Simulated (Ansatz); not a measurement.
Consider the formal exchange of groups at a C–Cl bond: `FC1=CC1Cl` + CH₄ → `CC1C=C1F` + HCl.

Gas-phase electronic energies from Ansatz, PBE0-D4/def2-TZVP geometries. CBS: MP2 limit from def2 TZ/QZ plus the TZ coupled-cluster correction, frozen cores. This one scheme is used for every species. Functionals use def2-TZVPP.

| level | ΔE (kcal/mol) |
| --- | --- |
| BHLYP-D4 | 0.1 |
| revPBE | 1.9 |
| r2SCAN | 1.6 |
| r2SCANh | 1.1 |
| LC-ωPBE | -0.9 |
| CCSD/def2-SVP | -4.0 |
| MP2/def2-TZVPP | -1.1 |
| MP2/def2-QZVPP | -0.7 |

(1) What does CCSD(T)/CBS give? (Best estimate.)

Largest T1 diagnostic among the species: 0.011.

Answers

(1) The calculation gave: -1.1 kcal/mol. The listed levels differ from it by 1.2, 3.0, 2.7, 2.2, 0.2, -2.9, 0.0, 0.4 kcal/mol.

At CCSD(T), def2-SVP lies −2.6 kcal/mol from the extrapolated value and def2-TZVPP −0.6 kcal/mol. From PBE to PBE0 (25 % exact exchange), in def2-TZVPP and without D4, ΔE moves by −1.1 kcal/mol. Leaving LDA and LC-ωPBE aside and taking each functional with its dispersion term where it has one, the values, not all of them listed here, spread over 2.6 kcal/mol, from PBE-QIDH to BLYP-D4. LDA lies −1.6 kcal/mol from PBE without D4.
